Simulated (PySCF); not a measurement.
**Core-level binding energies of (CH3)2CHCHF2**

(CH3)2CHCHF2, C4H8F2.
Numbering: `[CH3:1][CH:2]([CH3:3])[CH:4]([F:5])[F:6]`

Cartesian coordinates in Å at the GFN2-xTB level; atoms count from 1:
```xyz
14
C4H8F2 angstrom
C      1.4029   -0.2971    0.2155
C      0.0141   -0.1553   -0.4040
C     -1.0120   -1.0280    0.3136
C     -0.4359    1.3037   -0.3555
F     -0.4050    1.7921    0.9087
F      0.3919    2.0956   -1.0830
H      1.7428   -1.3261    0.1374
H      2.1137    0.3452   -0.2986
H      1.3755   -0.0160    1.2657
H      0.0575   -0.4301   -1.4633
H     -1.9897   -0.9467   -0.1560
H     -0.7000   -2.0683    0.2842
H     -1.0994   -0.7227    1.3537
H     -1.4572    1.4533   -0.7405
```

Level of theory: delta-SCF UKS SCAN, pcX-2 on the ionised atom, pcseg-1 elsewhere, spin-free X2C in PySCF 2.14.0. Vertical ΔSCF values, vacuum level as zero.

List the computed XPS lines with their assignment.

```tsv
atom(s)	bonded to	level	binding energy (eV)	above the level's lowest (eV)	count
C1/C3	C and 3 H	C 1s	290.69	0.00	2
C2	3 C and H	C 1s	291.20	+0.51	1
C4	2 F, C and H	C 1s	295.38	+4.69	1
F5/F6	C	F 1s	693.03	0.00	2
```

Lowest listed C 1s: C1/C3, bonded to C and 3 H. Highest, 4.69 eV above it: C4, bonded to 2 F, C and H. The widest gap between neighbouring values is 4.18 eV, between 291.20 and 295.38 eV. Summing the Pauling electronegativity differences to the bonded atoms, each weighted by its formal bond order, gives -1.05 for the lowest site and +2.51 for the highest; no listed site has a larger sum than the highest.

Which photon energy gives electrons from C 1s of C2 a kinetic energy of 150 eV, and what is their de Broglie wavelength?

hν = 291.20 + 150 = 441.20 eV, recoil neglected; λ = 12.264 Å/√(E/eV) = 1.00 Å.

Which effective nuclear charge Zeff reproduces each element's mean 1s value in the hydrogen-like formula E = 13.606 eV × Zeff²?

C (Z = 6): mean 292.0 eV, Zeff = 4.63, Z − Zeff = 1.37; F (Z = 9): mean 693.0 eV, Zeff = 7.14, Z − Zeff = 1.86. Means run over the listed sites, weighted by atom count.

Topologically equivalent atoms share the value of their first member; where this conformer doesn't relate them by symmetry, their own values could differ. One conformer (not necessarily the lowest) at the GFN2-xTB geometry, without solvent, vibrations or thermal averaging.

On one thread of an x86-64 server, shared host, this took 40 s of wall time.
